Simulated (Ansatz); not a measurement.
# C2H6NO, SMILES CN(C)[O]: a rigid scan of one bond length

With Ansatz's Python interface.

Typed at the interpreter:
```pycon
>>> import ansatz as az
>>> import numpy as np
>>> GEOMETRY = '''
... C    -1.11800    0.00400   -0.46760
... N    -0.05700    0.67360    0.28870
... C     1.19750   -0.07400    0.17110
... O    -0.41800    0.66340    1.59640
... H    -2.06570    0.57410   -0.36300
... H    -0.85870   -0.02600   -1.54790
... H    -1.28350   -1.03320   -0.09860
... H     1.08530   -1.11300    0.55480
... H     1.99130    0.43750    0.75610
... H     1.52670   -0.10630   -0.89000
... '''
>>> c2h6no = az.Crystal.molecule()
>>> for line in GEOMETRY.strip().splitlines():
...     symbol, *xyz = line.split()
...     c2h6no = c2h6no.atom(symbol, [float(v) for v in xyz])
...
>>> symbols = [site.symbol for site in c2h6no.cartesian_sites]
>>> start = np.array([site.position_ang for site in c2h6no.cartesian_sites])
>>> axis = (start[6] - start[0]) / np.linalg.norm(start[6] - start[0])
>>> moving = [6]
>>> lengths, energies = [0.98, 1.024, 1.069, 1.113, 1.158, 1.202, 1.247, 1.314], []
>>> for length in lengths:
...     xyz = start.copy()
...     xyz[moving] += (length - np.linalg.norm(start[6] - start[0])) * axis
...     point = az.Crystal.molecule()
...     for symbol, xyz in zip(symbols, xyz):
...         point = point.atom(symbol, xyz.tolist())
...     job = point.calculation()
...     job = job.basis(gaussian='def2-SVP').functional('r2scan')
...     job = job.spin('collinear', total=1)
...     summary = job.run(threads=1, backend='cpu').report
...     energies.append(summary['free_energy_ev'])
...     print(f'r = {length:6.3f} A  E = {energies[-1]:.5f} eV  <S^2> = {abs(summary["mean_field"]["state"]["spin_squared"]):.3f}')
...
r =  0.980 A  E = -5698.34907 eV  <S^2> = 0.754
r =  1.024 A  E = -5698.54519 eV  <S^2> = 0.754
r =  1.069 A  E = -5698.64301 eV  <S^2> = 0.753
r =  1.113 A  E = -5698.66055 eV  <S^2> = 0.753
r =  1.158 A  E = -5698.61698 eV  <S^2> = 0.753
r =  1.202 A  E = -5698.52839 eV  <S^2> = 0.753
r =  1.247 A  E = -5698.40238 eV  <S^2> = 0.754
r =  1.314 A  E = -5698.16795 eV  <S^2> = 0.754
>>> fit = np.polynomial.Polynomial.fit(lengths, np.array(energies) - min(energies), 4).convert()
>>> roots = [r.real for r in fit.deriv().roots() if abs(r.imag) < 1e-9 and fit.deriv(2)(r.real) > 0]
>>> r_e = min(roots, key=lambda r: abs(r - lengths[int(np.argmin(energies))]))
>>> print(f'minimum of the fit at {r_e:.4f} A, force constant {fit.deriv(2)(r_e):.2f} eV/A^2')
minimum of the fit at 1.1022 A, force constant 32.88 eV/A^2
```

Caveats:
- Total energies depend on the basis set; only differences at equal settings carry meaning.
- The rest of the molecule is held rigid at a force-field or estimated start geometry, and the basis set is modest; single-reference methods fail as a bond breaks.
- The species is open-shell (spin multiplicity 2).
- Wall time of the script: 26 s on 1 thread of Intel(R) Xeon(R) 6975P-C (Granite Rapids) (shared host), peak memory 0.25 GiB.

(Lines on the test bed's own set-up are left out of the output.)
